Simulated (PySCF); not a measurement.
Gas-phase reaction: SiOF2 + 2 O → SiO2 + F2O

Method: PySCF energies plus ideal-gas RRHO corrections (1 bar). † marks an energy on the PBE0/def2-TZVP geometry and frequencies; other levels use their own. MP2 freezes the core. Open shells (unrestricted): O (multiplicity 3); the rest are closed-shell singlets. Spin-orbit splitting is ignored; it lowers the true energy and changes the entropy of O. B3LYP is the form with VWN-RPA correlation. SiOF2: computed as isolated molecules; such fragments, hydroxides, amides, oligomers or adducts are transient or little studied in the gas. MP2 isn't extrapolated to the basis-set limit.

```csv
level,"ΔH°(298 K), kJ"
B3LYP/def2-TZVP†,132
MP2/def2-SVP†,179
PBE/def2-TZVP†,-1
PBE0/def2-TZVP,[?]
r2SCAN/def2-TZVP†,115
LDA/def2-TZVP†,[?]
ωB97M-V/def2-TZVP†,[?]
```

Complete the blanks.


- PBE0/def2-TZVP, ΔH°(298 K), kJ: 144
- LDA/def2-TZVP†, ΔH°(298 K), kJ: -131
- ωB97M-V/def2-TZVP†, ΔH°(298 K), kJ: 139
